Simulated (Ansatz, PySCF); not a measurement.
System: SO, charge 0, triplet. SO (SMILES O=S, triplet).
B3LYP-D3(BJ)/def2-TZVP minimum from Ansatz (a quantum-chemistry and plane-wave program):
```xyz
2

O      0.0000     0.0000    -0.9933
S      0.0000     0.0000     0.4966
```
Charge 0, spin multiplicity 3.

Wanted: enthalpy of formation at 298 K (by atomisation, with ideal-gas terms from PySCF's Hessian at B3LYP-D3(BJ)/def2-TZVP and the atoms' measured values of the G2/97 table; no spin-orbit terms), in kcal/mol. UHF or UKS for unpaired electrons; spin-orbit terms are left out. CBS(X,Y): correlation extrapolated as X^-3, Hartree-Fock from the larger set (Q,5: extrapolated as (X+1)exp(-9√X)). A bracket is a step between two methods taken in the basis named. Functionals run without relativity, which enters their misses. Double hybrids freeze cores in their MP2 part. 'core' is core correlation in cc-pwCVTZ (1s frozen past Ne), 'X2C' scalar relativity in cc-pVTZ-DK, both at CCSD(T). The UHF reference of OS (O=S, triplet) is spin-contaminated (<S^2> up to 0.06 over the pure value in the sets run).

Measured: 1.2 kcal/mol, 5.0 kJ/mol (G2/97 table in ASE (Curtiss et al.)); atomic spin-orbit terms, which the calculations lack, would raise the computed values.

Question: How far off this value is PBE/def2-TZVPD (Ansatz), in which direction, and how far these levels: r2SCAN/def2-TZVPD, PBE0/def2-TZVPD, wB97M-V/def2-TZVPD, B2PLYP/def2-TZVPD, CCSD(T)/CBS(cc-pV(Q+d)Z,cc-pV(5+d)Z) + core + X2C?

Answer: PBE gives -14.4 kcal/mol, 15.6 kcal/mol below it. Errors of the others: r2SCAN/def2-TZVPD (Ansatz) -7.3; PBE0/def2-TZVPD (Ansatz) -1.5; wB97M-V/def2-TZVPD (Ansatz) -1.7; B2PLYP/def2-TZVPD (Ansatz) -0.9; CCSD(T)/CBS(cc-pV(Q+d)Z,cc-pV(5+d)Z) + core + X2C (Ansatz) -0.6; CCSD(T)/CBS(cc-pV(Q+d)Z,cc-pV(5+d)Z) + [CCSDT(Q) - CCSD(T)]/cc-pV(Q+d)Z + [CCSDTQ - CCSDT(Q)]/cc-pV(D+d)Z + core + X2C (Ansatz) -1.1 kcal/mol.
